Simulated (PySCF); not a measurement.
Molecule: SMILES COS(C)(=O)=O, C2H6O3S.

Geometry:
| atom | x (Å) | y (Å) | z (Å) |
| --- | --- | --- | --- |
| C1 | 1.847 | 0.342 | -0.743 |
| O2 | 0.615 | 0.622 | -0.086 |
| S3 | -0.424 | -0.631 | -0.020 |
| C4 | -1.767 | 0.246 | 0.717 |
| O5 | 0.089 | -1.618 | 0.912 |
| O6 | -0.769 | -1.023 | -1.374 |
| H7 | 2.369 | -0.494 | -0.250 |
| H8 | 2.450 | 1.253 | -0.657 |
| H9 | 1.676 | 0.103 | -1.803 |
| H10 | -2.578 | -0.484 | 0.829 |
| H11 | -2.063 | 1.060 | 0.045 |
| H12 | -1.443 | 0.623 | 1.694 |

Geometry PBE0-D3(BJ)/def2-SVP throughout; GIAO in PySCF, gas phase, one conformer, non-relativistic; equivalent atoms averaged; basis pcSseg-1.

(1) How do the shifts δ (against TMS, H2O, CS2 at the same level) depend on the functional? (ppm; last column core-seconds on shared hosts with different chips, so compare them loosely)

(2) Which nucleus moves most, in ppm?

## Answers

(1) 
| functional | kind | C1 | C4 | O5/O6 | O2 | S3 | H7/H8/H9 | H10/H11/H12 | core-s |
| --- | --- | --- | --- | --- | --- | --- | --- | --- | --- |
| HF | Hartree–Fock | 45.9 | 38.5 | 188.2 | 140.9 | 326.5 | 3.76 | 2.69 | 5.3 |
| LDA | LDA | 49.5 | 44.8 | 274.1 | 207.2 | 340.6 | 3.84 | 2.76 | 15 |
| PBE | GGA | 49.4 | 42.6 | 255.9 | 195.5 | 327.6 | 3.78 | 2.69 | 19 |
| BLYP | GGA | 50.0 | 43.6 | 256.1 | 198.8 | 338.9 | 3.80 | 2.69 | 18 |
| BP86 | GGA | 49.8 | 43.1 | 254.6 | 194.3 | 331.9 | 3.79 | 2.71 | 19 |
| OPBE | GGA | 48.5 | 40.0 | 242.5 | 183.7 | 305.2 | 3.73 | 2.68 | 19 |
| KT2 | GGA | 48.4 | 40.8 | 248.1 | 190.3 | 321.7 | 3.78 | 2.67 | 29 |
| KT3 | GGA | 48.4 | 39.7 | 239.2 | 185.6 | 311.9 | 3.75 | 2.64 | 29 |
| B97-D | GGA | 49.4 | 42.0 | 244.1 | 190.1 | 332.0 | 3.82 | 2.71 | 27 |
| B3LYP | global hybrid | 49.0 | 42.7 | 243.5 | 188.7 | 341.2 | 3.80 | 2.69 | 20 |
| PBE0 | global hybrid | 48.5 | 41.6 | 239.6 | 182.1 | 331.0 | 3.77 | 2.68 | 14 |
| mPW1PW91 | global hybrid | 48.6 | 41.9 | 238.8 | 182.6 | 332.5 | 3.77 | 2.69 | 20 |
| WP04 | global hybrid | 52.1 | 43.6 | 233.9 | 186.0 | 329.2 | 3.72 | 2.75 | 20 |
| B97-2 | global hybrid | 48.6 | 41.2 | 234.3 | 180.1 | 330.5 | 3.77 | 2.69 | 19 |
| BHandHLYP | global hybrid | 47.9 | 41.4 | 224.4 | 172.3 | 339.0 | 3.79 | 2.69 | 19 |
| CAM-B3LYP | range-separated hybrid | 48.7 | 43.2 | 240.4 | 183.5 | 343.0 | 3.82 | 2.69 | 25 |
| wB97X-D | range-separated hybrid | 49.0 | 42.7 | 235.2 | 178.3 | 335.0 | 3.78 | 2.69 | 25 |
| LC-wPBE | range-separated hybrid | 48.8 | 42.9 | 230.7 | 171.2 | 329.3 | 3.77 | 2.68 | 33 |

(2) O5/O6 (S=O oxygen): from 188.2 ppm with HF to 274.1 ppm with LDA. The smallest spread is 0.12 ppm, at H7/H8/H9. Proton shifts span only some 12 ppm, so a few tenths of a ppm matter as much there as several ppm in carbon.
